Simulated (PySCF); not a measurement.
C3H5Cl: core ionisation energies

Compound: C3H5Cl.
Structure used (PBE0-D3(BJ)/def2-SVP), in Å, numbered top down from 1:
```
atom  x, y, z in Å
Cl1    2.1547   -0.1662   -0.7064
C2     0.7316   -0.0916    0.3269
C3    -0.5482   -0.6946   -0.1475
C4    -0.4030    0.7996   -0.0534
H5     1.0043   -0.1851    1.3807
H6    -1.1691   -1.2167    0.5857
H7    -0.5462   -1.1404   -1.1452
H8    -0.9208    1.3359    0.7466
H9    -0.3034    1.3572   -0.9879
```

Computed with delta-SCF UKS SCAN, pcX-2 on the ionised atom, pcseg-1 elsewhere, spin-free X2C (PySCF). These are vertical core ionisation energies against the vacuum level, from separate self-consistent calculations with and without the core hole.

Q: Give the core binding energies atom by atom.

A: 
| atom(s) | bonded to | level | binding energy (eV) | 2p1/2 (eV) | above the level's lowest (eV) | count |
| --- | --- | --- | --- | --- | --- | --- |
| Cl1 | C | Cl 2p3/2 | 206.00 | 207.65 | 0.00 | 1 |
| Cl1 | C | Cl 1s | 2828.59 | – | 0.00 | 1 |
| C2 | Cl, 2 C and H | C 1s | 292.29 | – | +1.16 | 1 |
| C3/C4 | 2 C and 2 H | C 1s | 291.13 | – | 0.00 | 2 |

The listed C 1s values span 1.16 eV, from C3/C4 (bonded to 2 C and 2 H) to C2 (bonded to Cl, 2 C and H). Summing the Pauling electronegativity differences to the bonded atoms, each weighted by its formal bond order, gives -0.70 for the lowest site and +0.26 for the highest.

Q: Which photon wavelength matches the Cl 1s of Cl1 threshold?

A: λ = hc/E = 12398.42 eV Å / 2828.59 eV = 4.383 Å.

Q: Express the binding energy of Cl 1s of Cl1 in atomic units and per mole.

A: 2828.59 eV = 103.9488 Eh = 272917 kJ/mol.

The first atom of each set that the bonding makes equivalent was ionised and stands for the set. The 2p values aren't plain energy differences: one relaxed spin-free 2p hole is combined with a matrix within the shell (ground-state 2p orbital-energy differences and spin–orbit coupling). 2p3/2, the mean of its two sublevels, lies a third of the splitting below the shell's mean and 2p1/2 two thirds above it; the statistical areas are 2:1. 2p1/2 minus 2p3/2 (ligand field included): Cl 1.65 eV. Geometry: PBE0-D3(BJ)/def2-SVP; no solvent, vibrations or thermal averaging.
